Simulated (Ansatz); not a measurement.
**[BH₂···H···S], triplet: reading a ladder of total energies**

Geometry: a point of a hydrogen-transfer path between rigid fragments, not a stationary point.

```yaml
atoms:
  - { symbol: B, position_ang: [-2.0772, 0.0000, 0.0000] }
  - { symbol: H, position_ang: [-2.6739, 1.0336, 0.0000] }
  - { symbol: H, position_ang: [-2.6739, -1.0336, 0.0000] }
  - { symbol: H, position_ang: [-0.9672, 0.0000, 0.0000] }
  - { symbol: S, position_ang: [0.8988, 0.0000, 0.0000] }
```

Basis cc-pVDZ; Ansatz 0.2.0. Correlated methods freeze the noble-gas cores, which leaves 12 electrons in 41 orbitals. R marks a restricted (for open shells ROHF) determinant, U an unrestricted one.

Full CI isn't at hand for all of this; UCCSDT(Q) serves as the reference, and is uncertain by about the last step of the cluster series.

Runs differ by some tens of microhartree through their thresholds and, for an open shell, their frozen cores, so steps under 0.03 kcal/mol mean nothing.

```csv
level,total energy (hartree)
UHF,-423.856956
UMP2,-424.040871
UCCSD,-424.082788
UCCSD(T),-424.086318
UCCSDT,-424.087081
UCCSDT(Q),-424.087275
```

Q: What is the correlation energy at UCCSDT(Q), and what share of it do UMP2 and UCCSD(T) recover?

A: E(corr) = -424.087275 − (-423.856956) = -0.230319 hartree = -6.267 eV. UMP2: -0.183915 / -0.230319 = 79.85 %. UCCSD(T): -0.229362 / -0.230319 = 99.58 %.

Q: By how many kcal/mol does UCCSD(T) miss UCCSDT(Q) (1 hartree = 627.509 kcal/mol), and which steps make up the rest?

A: -424.086318 − (-424.087275) = 0.000957 hartree = 0.60 kcal/mol. Steps: UCCSDT − UCCSD(T) = -0.48, UCCSDT(Q) − UCCSDT = -0.12 kcal/mol. That is within 1 kcal/mol of the reference in this basis, which itself misses far more of the correlation at the basis-set limit.
